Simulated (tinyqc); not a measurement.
A ladder of methods, and size consistency: correlation methods against full CI in the sto-6g basis, for LiH, spin multiplicity 1. Computed by the program tinyqc with PySCF. 

Geometry (angstrom):
```
atom       x       y       z
Li    0.0000  0.0000  0.0000
H     0.0000  0.0000  1.9350
```

RHF energy of one = -7.927217 hartree

All electrons correlated; +Q is the Davidson correction (1 - c0^2) E_corr. The last columns treat two copies 100 angstrom apart as one system. FCI is the lowest singlet.

Correlation energies (hartree):
```
method   E_corr of one  share of FCI (%)  E_corr of two at 100 angstrom  two minus twice one (mhartree)
MP2           -0.01653            58.887                       -0.03306                       -4.22e-05
CISD          -0.02805            99.931                       -0.05388                           2.230
CISD+Q        -0.02930           104.383                       -0.05789                           0.718
CCSD          -0.02806            99.946                       -0.05612                       -9.92e-05
CCSD(T)       -0.02807            99.989                       -0.05614                       -9.88e-05
FCI           -0.02807           100.000                              -                               -
```

MP2 recovers 59 %, CISD 99.9 % and CCSD 99.9 % of the FCI value (c0^2 = 0.955 in CISD). MP2 and coupled cluster are size consistent, so their last column vanishes but for a trace of long-range electrostatics; CISD loses 2.23 mhartree, since a double excitation on each copy is a quadruple of the pair, and the Davidson correction leaves +0.72.
